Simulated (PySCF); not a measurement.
Compound: difluorophosphine, F2HP.
SMILES: `FPF`

Theory: MP2 and CCSD/aug-cc-pVDZ in PySCF, restricted Hartree–Fock reference, frozen core, non-relativistic, gas phase, PBE0-D3(BJ)/def2-SVP geometry.

E(HF) = -540.26160 Eh.

Problem. How large is the problem?

Solution. 82 basis functions and 34 electrons; 7 orbitals frozen, which leaves o = 10 correlated occupied and v = 65 virtual orbitals. That is o·v = 650 singles and o·v(o·v + 1)/2 = 211575 distinct closed-shell doubles amplitudes before symmetry; the costliest CCSD step grows as o²v⁴ = 1.8 × 10^9.

Problem. What are the MP2 and CCSD correlation energies?

Solution. MP2 -0.5342 Eh and CCSD -0.5517 Eh, which gives totals of -540.79584 and -540.81334 Eh. That is 0.751 eV for each correlated electron at CCSD (1449 kJ/mol in all, 0.102 % of the total energy); MP2 gives 96.8 % of the CCSD value.

Problem. What is the T1 diagnostic?

Solution. 0.0153, below the customary warning level of 0.02. It is the norm of the spatial-orbital singles amplitudes over the root of the number of correlated electrons, so the norm is 0.068.

Problem. How does correlation change the dipole moment?

Solution. HF gives 1.76 D and CCSD (unrelaxed density) 1.52 D, a change of -0.24 D.

No triples correction and no basis-set extrapolation were made.
